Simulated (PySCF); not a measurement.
Molecule: propylene oxide (SMILES C[C@@H]1CO1).

Geometry (Å), atoms numbered from 1 in this order:
```xyz
10

C    -1.2514   -0.0773   -0.0199
C     0.1436    0.3714   -0.3723
C     1.3206   -0.2440    0.2442
O     0.8895    1.0373    0.6048
H    -1.2875   -0.4118    1.0139
H    -1.5523   -0.8940   -0.6726
H    -1.9509    0.7463   -0.1429
H     0.2544    0.7788   -1.3760
H     1.1849   -1.0128    0.9970
H     2.2581   -0.2892   -0.2987
```

Frames of a GFN2-xTB Langevin trajectory at 300 K; GIAO PBE0/pcSseg-1 shieldings in PySCF 2.14, gas phase, non-relativistic; equivalent atoms averaged within each frame.

Scale: ¹³C (σ = 186.93 ppm), ¹H (σ = 31.72 ppm) against TMS; H2O for ¹⁷O (σ = 336.08 ppm) (reference shieldings calculated alike). The references are static minima.

**Question.** How do the shifts (ppm) fluctuate along the trajectory?

**Answer.** 
```tsv
time (fs)	C2	C3	C1	O4	H8	H9	H10	H5/H6/H7
optimised geometry	46.0	44.6	20.9	17.8	2.67	2.08	2.47	1.30
250	47.2	44.9	19.0	26.4	3.31	2.95	2.35	1.21
425	45.2	45.2	21.2	40.7	2.99	2.71	3.07	1.63
625	41.2	46.8	15.8	26.2	2.32	1.91	2.41	1.30
800	44.6	42.8	26.0	40.8	1.93	1.68	1.81	2.59
1000	43.8	41.4	20.0	19.9	1.71	2.11	1.66	1.02
mean of frames	44.4	44.2	20.4	30.8	2.45	2.27	2.26	1.55
standard deviation	2.2	2.1	3.7	9.4	0.68	0.54	0.56	0.62
```

5 frames give an uncertainty of the mean of about the standard deviation over 2.2 at best, since frames this close in time may not be independent; classical motion lacks zero-point vibration, and the reference would need the same averaging.
